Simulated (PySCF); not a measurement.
What binds S₂: the parts of the energy along the bond

State: triplet, unpaired electrons π ↑↑. ROHF-based CCSD(T) in PySCF 2.14 with S cc-pV(T+d)Z and S cc-pV(Q+d)Z (frozen core orbitals: 10; no relativity). Correlation energies are extrapolated as n⁻³ (n = 3, 4), Hartree–Fock as (n+1)·exp(−9√n). SR is the spin-free X2C energy in S cc-pVTZ-DK less the non-relativistic one in S cc-pVTZ. All energies in eV from S + S.

| R (Å) | HF/CBS | CCSD corr. | (T) | SR | total |
| --- | --- | --- | --- | --- | --- |
| 1.6684 | -1.186 | -1.854 | -0.2543 | 0.0072 | -3.286 |
| 1.7442 | -1.857 | -1.890 | -0.2763 | 0.0105 | -4.012 |
| 1.8200 | -2.139 | -1.938 | -0.3015 | 0.0119 | -4.366 |
| 1.8959 | -2.145 | -1.996 | -0.3301 | 0.0121 | -4.459 |
| 1.9717 | -1.957 | -2.065 | -0.3618 | 0.0115 | -4.372 |
| 2.0665 | -1.538 | -2.163 | -0.4058 | 0.0102 | -4.097 |
| 2.1613 | -0.993 | -2.273 | -0.4540 | 0.0087 | -3.711 |

A fit to the total gives Re = 1.8922 Å, De = 4.459 eV, ωe = 733.4 cm⁻¹, Be = 0.2945 cm⁻¹ (masses 31.9721 and 31.9721 u).

Problem. At R = 1.8959 Å the CCSD correlation energy is -0.354800 hartree in the smaller basis and -0.379236 in the larger. Extrapolate it.

Solution. (4³·E4 − 3³·E3)/(4³ − 3³) = -0.39707 hartree; the larger basis holds 95.5 % of it.

The T1 diagnostic is 0.019. Spin–orbit coupling, excitations beyond (T) and corrections to the Born–Oppenheimer picture are left out.
